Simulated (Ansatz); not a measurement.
Results of BLYP in Ansatz (plane waves, PAW) for hematite (α-Fe2O3).

Numerical settings: plane-wave cutoff 520 eV, 8×8×8 k mesh, Fermi–Dirac smearing 0.01 eV, spin-polarised with opposed moments, scalar-relativistic PAW data made under PBE.

Response to compression and expansion:

Shape and atoms are relaxed at each volume.

```json
[
 {"V (Å³/atom)": "9.964", "P (GPa)": "6.96", "direct gap at Γ (eV)": "1.012", "smallest gap on the k mesh (eV)": "0.471", "c (Å)": "13.823"},
 {"V (Å³/atom)": "10.171", "P (GPa)": "3.32", "direct gap at Γ (eV)": "1.043", "smallest gap on the k mesh (eV)": "0.521", "c (Å)": "13.936"},
 {"V (Å³/atom)": "10.379", "P (GPa)": "0.01", "direct gap at Γ (eV)": "1.067", "smallest gap on the k mesh (eV)": "0.567", "c (Å)": "14.049"},
 {"V (Å³/atom)": "10.587", "P (GPa)": "-2.98", "direct gap at Γ (eV)": "1.084", "smallest gap on the k mesh (eV)": "0.609", "c (Å)": "14.163"},
 {"V (Å³/atom)": "10.794", "P (GPa)": "-5.65", "direct gap at Γ (eV)": "1.095", "smallest gap on the k mesh (eV)": "0.650", "c (Å)": "14.278"}
]
```

The fundamental gap (0.57 eV at the equilibrium volume, with added k points) lies elsewhere than Γ–Γ.

Measured, for comparison: band gap 2.6 eV (temperature not stated, no zero-point or thermal correction, photoemission and inverse photoemission; as tabulated in Parkinson (2016), arXiv:1602.06774).

Note: without U or exact exchange, gaps and moments of open d shells tend to come out too small; the bulk modulus comes from volumes at which shape and atoms were relaxed.

Ansatz is a program for electronic structure.
